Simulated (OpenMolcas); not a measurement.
**SiH4 (SMILES [H][Si]([H])([H])[H]): a chain of runs**

We compute a single-point energy (UHF/STO-3G), then a single-point energy (CASSCF(2,2)/STO-3G), then the energy (CASPT2(2,2)/STO-3G), then the energy (SC-NEVPT2(2,2)/STO-3G), then a single-point energy (MRCI(2,2)/STO-3G) of SiH4. 

The results are computed with OpenMolcas 26.06.

### 1 The structure to begin with

SiH4: 5 atoms, total charge 0, spin state singlet. SMILES: `[H][Si]([H])([H])[H]`. The Si1–H2 distance was set to 3.652 Å, away from the relaxed value. At this shape a bond of the SMILES string is far longer than usual.

Bond lengths: Si1–H3 1.461 Å, Si1–H4 1.461 Å, Si1–H5 1.461 Å. Angles: H3–Si1–H4 109.5°, H3–Si1–H5 109.5°, H4–Si1–H5 109.5°.

### 2 The energy at UHF/STO-3G (run 1)

File step1.inp:

```
&gateway
 baslib=$CurrDir
 coord
 5
 angstrom
 Si      -0.016800       0.029045      -2.191090
 H        0.011300      -0.019430       1.460880
 H        1.356590       0.040345      -2.688940
 H       -0.713440       1.225785      -2.656900
 H       -0.705090      -1.159405      -2.688670
 basis=STO-3G
 group=NoSym

&seward

&scf
 uhf
 scramble=0.25
 prorbitals=1 1
```

The basis set STO-3G is read from a file made from the Basis Set Exchange's data (not shown).

On the command line:

```console
$ export MOLCAS_MEM=1860
$ pymolcas step1.inp > step1.log
```

The program printed (excerpt; [...] marks lines left out):

```text
--- Start Module: gateway ---
[...]
--- Stop Module: gateway /rc=_RC_ALL_IS_WELL_ ---
--- Start Module: seward ---
[...]
      Basis functions           13
--- Stop Module: seward /rc=_RC_ALL_IS_WELL_ ---
--- Start Module: scf ---
[...]
       Convergence after  23 Iterations
[...]
::    Total SCF energy                               -287.7426214758
[...]
      Total spin, S                                     0.6176653462
[...]
      Total electronic charge=   18.000000
      Total            charge=   -0.000000
[...]
      Dipole Moment (debye):
      Origin of the operator (angstrom)=   -0.0163    0.0281   -2.1221
                   X=  5.9843E-03               Y= -1.0074E-02               Z=  7.5105E-01           Total=  7.5114E-01
      Quadrupole Moment (debye*angstrom):
[...]
--- Stop Module: scf /rc=_RC_ALL_IS_WELL_ ---
[...]
```

It took 1.9 s on 1 thread of Arm Neoverse V1, shared host; peak memory 0.37 GiB.

### 3 A single-point energy at CASSCF(2,2)/STO-3G (run 2)

File step2.inp:

```
* H4Si CASSCF
>>> EXPORT MOLCAS_PRINT=2

&GATEWAY
  BasLib=$CurrDir
  Coord
  5
  angstrom
  Si      -0.016800       0.029045      -2.191090
  H        0.011300      -0.019430       1.460880
  H        1.356590       0.040345      -2.688940
  H       -0.713440       1.225785      -2.656900
  H       -0.705090      -1.159405      -2.688670
  Basis=STO-3G
  Group=NoSym

&SEWARD

&RASSCF
  FileOrb=$CurrDir/step1.UnaOrb
  Spin=1
  Nactel=2 0 0
  Inactive=8
  Ras2=2
  OrbListing=Nothing
```

The basis set STO-3G is read from a file made from the Basis Set Exchange's data (not shown).

On the command line:

```console
$ export MOLCAS_MEM=1860
$ pymolcas step2.inp > step2.log
```

The program printed (excerpt; [...] marks lines left out):

```text
--- Start Module: gateway ---
[...]
--- Stop Module: gateway /rc=_RC_ALL_IS_WELL_ ---
--- Start Module: seward ---
[...]
      Basis functions           13
--- Stop Module: seward /rc=_RC_ALL_IS_WELL_ ---
--- Start Module: rasscf ---
[...]
      Number of active orbitals                  2
[...]
      Spin quantum number                      0.0
[...]
      Active orbitals                            2
[...]
      Number of CSFs                             3
[...]
      Number of root(s) required                 1
[...]
      Convergence after  6 iterations
[...]
      printout of CI-coefficients larger than  0.05 for root  1
      energy=    -287.742868
      conf/sym  11     Coeff  Weight
             1  20  -0.74379 0.55322
             3  02   0.66841 0.44678
      Natural orbitals and occupation numbers for root  1
      sym 1:   1.106444   0.893556
      ************************************************************************************************************************
      *                                                    Final results                                                     *
[...]
::    RASSCF root number  1 Total energy:   -287.74286807
[...]
      Total electronic charge=   18.000000
      Total            charge=   -0.000000
[...]
      Dipole Moment (debye):
      Origin of the operator (angstrom)=   -0.0163    0.0281   -2.1221
                   X=  5.7934E-03               Y= -9.7495E-03               Z=  7.2643E-01           Total=  7.2652E-01
      Quadrupole Moment (debye*angstrom):
[...]
--- Stop Module: rasscf /rc=_RC_ALL_IS_WELL_ ---
[...]
```

Wall time 1.6 s (1 thread of Arm Neoverse V1, shared host); peak memory 0.37 GiB.

### 4 The energy at CASPT2(2,2)/STO-3G (run 3)

File step3.inp:

```
&GATEWAY
BASLIB = $CurrDir
COORD
5
angstrom
Si      -0.016800       0.029045      -2.191090
H        0.011300      -0.019430       1.460880
H        1.356590       0.040345      -2.688940
H       -0.713440       1.225785      -2.656900
H       -0.705090      -1.159405      -2.688670
BASIS = STO-3G
GROUP = NoSym
&SEWARD
&RASSCF
FILEORB = $CurrDir/step2.RasOrb
SPIN = 1
NACTEL = 2 0 0
INACTIVE = 8
RAS2 = 2
ORBLISTING = Nothing
&CASPT2
IMAGINARY = 0.1
FROZEN = 5
```

The basis set STO-3G is read from a file made from the Basis Set Exchange's data (not shown).

On the command line:

```console
$ export MOLCAS_MEM=1860
$ pymolcas step3.inp > step3.log
```

The program printed (excerpt; [...] marks lines left out):

```text
--- Start Module: gateway ---
[...]
--- Stop Module: gateway /rc=_RC_ALL_IS_WELL_ ---
[...]
      Basis functions           13
[...]
--- Start Module: rasscf ---
[...]
      Number of active orbitals                  2
[...]
      Spin quantum number                      0.0
[...]
      Active orbitals                            2
[...]
      Number of CSFs                             3
[...]
      Number of root(s) required                 1
[...]
      Convergence after  4 iterations
[...]
      printout of CI-coefficients larger than  0.05 for root  1
      energy=    -287.742868
      conf/sym  11     Coeff  Weight
             1  20  -0.74379 0.55322
             3  02   0.66841 0.44678
      Natural orbitals and occupation numbers for root  1
      sym 1:   1.106444   0.893556
      ************************************************************************************************************************
      *                                                    Final results                                                     *
[...]
::    RASSCF root number  1 Total energy:   -287.74286807
[...]
      Total electronic charge=   18.000000
      Total            charge=   -0.000000
[...]
      Dipole Moment (debye):
      Origin of the operator (angstrom)=   -0.0163    0.0281   -2.1221
                   X=  5.7935E-03               Y= -9.7495E-03               Z=  7.2643E-01           Total=  7.2652E-01
      Quadrupole Moment (debye*angstrom):
[...]
--- Stop Module: rasscf /rc=_RC_ALL_IS_WELL_ ---
--- Start Module: caspt2 ---
[...]
 ###    WARNING: User changed nr of frozen orbitals.                         ###
 ###############################################################################
[...]
      E2 (Variational):          -0.0342249699
      Total energy:            -287.7770930442
[...]
      Reference weight:           0.98315
[...]
::    CASPT2 Root  1     Total energy:   -287.77709304
[...]
--- Stop Module: caspt2 /rc=_RC_ALL_IS_WELL_ ---
[...]
```

It took 1.6 s on 1 thread of Arm Neoverse V1, shared host; peak memory 0.37 GiB.

### 5 A single-point energy at SC-NEVPT2(2,2)/STO-3G (run 4)

File step4.inp:

```
* H4Si NEVPT2

&GATEWAY
 BasLib
 $CurrDir
 Coord
 5
 angstrom
 Si      -0.016800       0.029045      -2.191090
 H        0.011300      -0.019430       1.460880
 H        1.356590       0.040345      -2.688940
 H       -0.713440       1.225785      -2.656900
 H       -0.705090      -1.159405      -2.688670
 Basis
 STO-3G
 Group
 NoSym

&SEWARD

&RASSCF
 FileOrb
 $CurrDir/step2.RasOrb
 Spin
 1
 Nactel
 2 0 0
 Inactive
 8
 Ras2
 2
 OrbListing
 Nothing

&CASPT2
 SC-NEVPT2
 Frozen
 5
```

The basis set STO-3G is read from a file made from the Basis Set Exchange's data (not shown).

On the command line:

```console
$ export MOLCAS_MEM=1860
$ pymolcas step4.inp > step4.log
```

The program printed (excerpt; [...] marks lines left out):

```text
--- Start Module: gateway ---
[...]
--- Stop Module: gateway /rc=_RC_ALL_IS_WELL_ ---
[...]
      Basis functions           13
[...]
--- Start Module: rasscf ---
[...]
      Number of active orbitals                  2
[...]
      Spin quantum number                      0.0
[...]
      Active orbitals                            2
[...]
      Number of CSFs                             3
[...]
      Number of root(s) required                 1
[...]
      Convergence after  4 iterations
[...]
      printout of CI-coefficients larger than  0.05 for root  1
      energy=    -287.742868
      conf/sym  11     Coeff  Weight
             1  20  -0.74379 0.55322
             3  02   0.66841 0.44678
      Natural orbitals and occupation numbers for root  1
      sym 1:   1.106444   0.893556
      ************************************************************************************************************************
      *                                                    Final results                                                     *
[...]
::    RASSCF root number  1 Total energy:   -287.74286807
[...]
      Total electronic charge=   18.000000
      Total            charge=   -0.000000
[...]
      Dipole Moment (debye):
      Origin of the operator (angstrom)=   -0.0163    0.0281   -2.1221
                   X=  5.7935E-03               Y= -9.7495E-03               Z=  7.2643E-01           Total=  7.2652E-01
      Quadrupole Moment (debye*angstrom):
[...]
--- Stop Module: rasscf /rc=_RC_ALL_IS_WELL_ ---
--- Start Module: caspt2 ---
[...]
 ###    WARNING: User changed nr of frozen orbitals.                         ###
 ###############################################################################
[...]
      E2 (Variational):          -0.0338081875
[...]
      E2 (Variational):          -0.0338040140
      Total energy:            -287.7766720883
[...]
      Reference weight:           0.98349
[...]
::    SC-NEVPT2 Root  1     Total energy:   -287.77667209
[...]
--- Stop Module: caspt2 /rc=_RC_ALL_IS_WELL_ ---
[...]
```

It took 1.6 s on 1 thread of Arm Neoverse V1, shared host; peak memory 0.37 GiB.

### 6 The energy at MRCI(2,2)/STO-3G (run 5)

File step5.input:

```
* H4Si MRCI

&GATEWAY
 BASLIB=$CurrDir
 COORD
 5
 angstrom
 Si      -0.016800       0.029045      -2.191090
 H        0.011300      -0.019430       1.460880
 H        1.356590       0.040345      -2.688940
 H       -0.713440       1.225785      -2.656900
 H       -0.705090      -1.159405      -2.688670
 BASIS=STO-3G
 GROUP=NoSym

&SEWARD

&RASSCF
 FILEORB=$CurrDir/step2.RasOrb
 SPIN=1
 NACTEL=2 0 0
 INACTIVE=8
 RAS2=2
 ORBLISTING=Nothing

&MOTRA
 LUMORB
 FROZEN=5

&GUGA
 ELECTRONS=8
 SPIN=1
 INACTIVE=3
 ACTIVE=2
 CIALL=1

&MRCI
 SDCI
```

The basis set STO-3G is read from a file made from the Basis Set Exchange's data (not shown).

On the command line:

```console
$ export MOLCAS_MEM=1860
$ pymolcas step5.input > step5.log
```

The program printed (excerpt; [...] marks lines left out):

```text
--- Start Module: gateway ---
[...]
--- Stop Module: gateway /rc=_RC_ALL_IS_WELL_ ---
[...]
      Basis functions           13
[...]
      Number of active orbitals                  2
[...]
      Spin quantum number                      0.0
[...]
      Active orbitals                            2
[...]
      Number of CSFs                             3
[...]
      Number of root(s) required                 1
[...]
      Convergence after  4 iterations
[...]
      printout of CI-coefficients larger than  0.05 for root  1
      energy=    -287.742868
      conf/sym  11     Coeff  Weight
             1  20  -0.74379 0.55322
             3  02   0.66841 0.44678
      Natural orbitals and occupation numbers for root  1
      sym 1:   1.106444   0.893556
      ************************************************************************************************************************
      *                                                    Final results                                                     *
[...]
::    RASSCF root number  1 Total energy:   -287.74286807
[...]
      Dipole Moment (debye):
      Origin of the operator (angstrom)=   -0.0163    0.0281   -2.1221
                   X=  5.7935E-03               Y= -9.7495E-03               Z=  7.2643E-01           Total=  7.2652E-01
      Quadrupole Moment (debye*angstrom):
[...]
      *** WARNING: Default frozen orbitals is overwritten by user input.
      *** Default values:   2
[...]
--- Start Module: guga ---
[...]
--- Stop Module: guga /rc=_RC_ALL_IS_WELL_ ---
--- Start Module: mrci ---
[...]
       (But an ACPF correction will be computed)
       USE THE DEFAULT ACPF G-VALUE GFAC=  0.25000000000000000
[...]
                      CI ENERGY:  -287.79429050
[...]
                ACPF CORRECTION:    -0.00153816
[...]
      Total electronic charge=   18.000000
      Total            charge=    0.000000
[...]
     ACPF CORRECTION:     -0.00153816
[...]
  CI State   1     Total energy:   -287.79429050     QDav:     -0.00207153     QACPF:     -0.00153816
[...]
--- Stop Module: mrci /rc=_RC_ALL_IS_WELL_ ---
[...]
```

Run time: 1.7 s. Hardware: 1 thread of Arm Neoverse V1, shared host; peak memory 0.37 GiB.

### 7 Outcome

| quantity | value |
| --- | --- |
| run 1, UHF/STO-3G: total energy | -287.74262 Eh |
| run 1, UHF/STO-3G: dipole moment | 0.75 D |
| run 1, UHF/STO-3G: HOMO energy | -6.85 eV |
| run 1, UHF/STO-3G: LUMO energy | 6.42 eV |
| run 1, UHF/STO-3G: HOMO–LUMO gap | 13.27 eV |
| run 1, UHF/STO-3G: ⟨S²⟩ | 0.999 |
| run 2, CASSCF(2,2)/STO-3G: total energy | -287.74287 Eh |
| run 2, CASSCF(2,2)/STO-3G: dipole moment (CASSCF density) | 0.73 D |
| run 3, CASPT2(2,2)/STO-3G: total energy | -287.77709 Eh |
| run 3, CASPT2(2,2)/STO-3G: dipole moment (CASSCF density) | 0.73 D |
| run 4, SC-NEVPT2(2,2)/STO-3G: total energy | -287.77667 Eh |
| run 4, SC-NEVPT2(2,2)/STO-3G: dipole moment (CASSCF density) | 0.73 D |
| run 5, MRCI(2,2)/STO-3G: total energy | -287.79429 Eh |
| run 5, MRCI(2,2)/STO-3G: dipole moment (CASSCF density) | 0.73 D |

In words: ⟨S²⟩ (run 1, UHF/STO-3G) is 1.00 where a pure singlet has 0.00: the reference is spin-contaminated. Mulliken charges (run 1, UHF/STO-3G) run from -0.17 on H3 to +0.50 on Si1. Mulliken charges (run 4, SC-NEVPT2(2,2)/STO-3G) of the CASSCF density run from -0.17 on H5 to +0.50 on Si1. Mulliken charges (run 5, MRCI(2,2)/STO-3G) of the CASSCF density run from -0.17 on H5 to +0.50 on Si1.
